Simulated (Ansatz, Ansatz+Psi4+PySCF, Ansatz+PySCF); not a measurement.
```xyz
4

C    -0.5517    0.5501   -0.1335
H    -0.7259    1.4990    0.3634
F    -1.5274   -0.3424    0.0275
Cl    1.0460   -0.1011    0.0112
```

Basis set: cc-pVTZ on H, C, F; cc-pV(T+d)Z on Cl (spherical functions). Frozen core: 7 orbitals. Correlation on ROHF uses semicanonical orbitals with singles. Charge 0, multiplicity 2.

Computed with Ansatz (development build ahead of 0.2.0); each method stands on the lowest determinant of its kind that the runs found.

(1) Give the atomization energy at this shape (free ground-state atoms in the same class of orbitals less the molecule, no zero-point energy) of doublet CHClF by ROHF-CCSD(T), ROHF-MP2, UHF-MP2.

Answers

(1)

```csv
method,atomization energy
ROHF-CCSD(T),12.36 eV
ROHF-MP2,12.83 eV
UHF-MP2,12.85 eV
```
